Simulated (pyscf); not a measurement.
## Four-centre exchange: silanol (HO–SiH₃) + ammonia (NH₃) → water (H₂O) + silylamine (H₂N–SiH₃)

Gas phase, singlet surface, charge 0. Bonds broken: O1–Si2, N7–H8. Bonds formed: O1–H8, Si2–N7. Optimised with ωB97X-D3(BJ)/def2-SVP in PySCF. MP2 and CC: frozen core, UHF for open shells. ΔMP2 is the change of the MP2 total energy from the triple- to the quadruple-zeta basis.

Transition state (Å):

```xyz
10

O     -1.1243    -0.9053    -0.3627
Si    -1.5601     0.8248     0.5584
H     -1.2986    -1.7013     0.1525
H     -2.4705     1.1559    -0.5724
H     -2.0188     0.0114     1.7315
H     -1.5181     2.1858     1.2537
N      0.3044     0.8196     0.1382
H     -0.0011    -0.2952    -0.2308
H      0.5784     1.4951    -0.5763
H      0.9203     0.9377     0.9427
```

One imaginary mode, 1076i cm⁻¹; descent along it reached the two sides named, in the forms told below.

| bond | change | reactant side (Å) | saddle | product side |
|---|---|---|---|---|
| O1–Si2 | breaks | 1.695 | 2.008 | 3.2 |
| N7–H8 | breaks | 1.020 | 1.213 | 1.994 |
| O1–H8 | forms | 2.6 | 1.285 | 0.974 |
| Si2–N7 | forms | 2.386 | 1.911 | 1.760 |

Electronic energies relative to the separated reactants (kcal/mol):

```csv
level,barrier,reaction energy,reverse barrier
ωB97X-D3(BJ)/def2-TZVP,29.0,+10.1,18.9
PBE/def2-TZVP,24.8,+10.4,14.4
r²SCAN/def2-TZVP,27.1,+11.1,16.0
B3LYP-D3(BJ)/def2-TZVP,29.9,+10.8,19.0
PBE0-D3(BJ)/def2-TZVP,26.2,+9.9,16.3
M06-2X/def2-TZVP,29.5,+10.7,18.8
ωB97M-D3(BJ)/def2-TZVP,29.3,+10.5,18.9
HF/def2-TZVP,48.5,+11.9,36.6
MP2/def2-QZVPP,30.4,+9.8,20.6
CCSD/def2-TZVPP,34.5,+10.3,24.2
CCSD(T)/def2-TZVPP,31.8,+10.2,21.6
CCSD(T)/def2-TZVPP + ΔMP2(QZVPP),32.0,+9.9,22.1
```

With CCSD(T)/def2-TZVPP + ΔMP2(QZVPP) energies and thermal terms (ideal gas, 1 atm, RRHO with modes under 100 cm⁻¹ raised to 100, one conformer, R ln 2 for rigid chiral ones), in kcal/mol:

| T (K) | ΔH‡ | ΔG‡ | ΔH | ΔG |
|---|---|---|---|---|
| 298 | 30.8 | 41.7 | +9.4 | +9.2 |
| 600 | 30.9 | 52.7 | +9.8 | +8.9 |
| 900 | 31.6 | 63.4 | +9.9 | +8.4 |
| 1200 | 32.4 | 73.9 | +10.0 | +7.8 |

On the reactant side the descent ends in a complex (not fully relaxed), 4.1 kcal/mol under the separated species and 33.1 kcal/mol under the saddle at ωB97X-D3(BJ)/def2-TZVP. On the product side the descent ends in a complex, 5.4 kcal/mol under the separated species and 24.3 kcal/mol under the saddle at ωB97X-D3(BJ)/def2-TZVP. This is the saddle that the search found; another between the same sides may lie lower. The CCSD(T) − MP2 part came from Ansatz, without density fitting, on the same reference.
